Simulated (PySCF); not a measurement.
# Mayer bond orders and bond lengths

Species: C2H4F2O.
SMILES with atom numbers: `[CH3:1][O:2][CH:3]([F:4])[F:5]` (hydrogens: H6, H7, H8 on C1; H9 on C3)

Structure used (PBE0-D3(BJ)/def2-SVP), in Å, numbered top down from 1:
```xyz
9
C2H4F2O angstrom
C      1.1787   -0.1528   -0.0461
O     -0.0424   -0.6417    0.4516
C     -1.1220    0.0999    0.1297
F     -1.3867    0.0213   -1.1955
F     -2.1655   -0.4025    0.7860
H      1.2075   -0.1824   -1.1475
H      1.3652    0.8844    0.2887
H      1.9692   -0.8002    0.3517
H     -1.0040    1.1741    0.3814
```

Bond orders from the PBE0/pcSseg-1 density (PySCF). Geometry: PBE0-D3(BJ)/def2-SVP, one conformer, isolated molecule.

Question: How far do the computed orders between heavy atoms stray from the drawn ones?

Answer: The largest departure is 0.101, at C1–O2 (drawn single, 0.899).

Question: Give the Mayer order of every bond, beside its length.

Answer: 
```tsv
bond	drawn as	length (Å)	Mayer order
C1–O2	single	1.406	0.899
O2–C3	single	1.349	1.053
C3–F4	single	1.354	0.962
C3–F5	single	1.331	1.023
C1–H6	single	1.102	0.960
C1–H7	single	1.106	0.957
C1–H8	single	1.097	0.971
C3–H9	single	1.110	0.952
```

Bonds between the same two heavy elements. C–O: lowest C1–O2 (0.899, 1.406 Å), highest O2–C3 (1.053, 1.349 Å). C–F: lowest C3–F4 (0.962, 1.354 Å), highest C3–F5 (1.023, 1.331 Å).

Question: Sum the orders of all bonds at each heavy atom with more than one neighbour and set the sums beside the valence in the SMILES.

Answer: C1 3.787 (drawn 4), O2 1.952 (drawn 2), C3 3.990 (drawn 4). Orders between atoms that aren't bonded are not in these sums.

Mayer orders depend on the basis set.

These values come from a run that also computed NMR shieldings. On one thread, Arm Neoverse N1, shared host, this took 11 s wall.
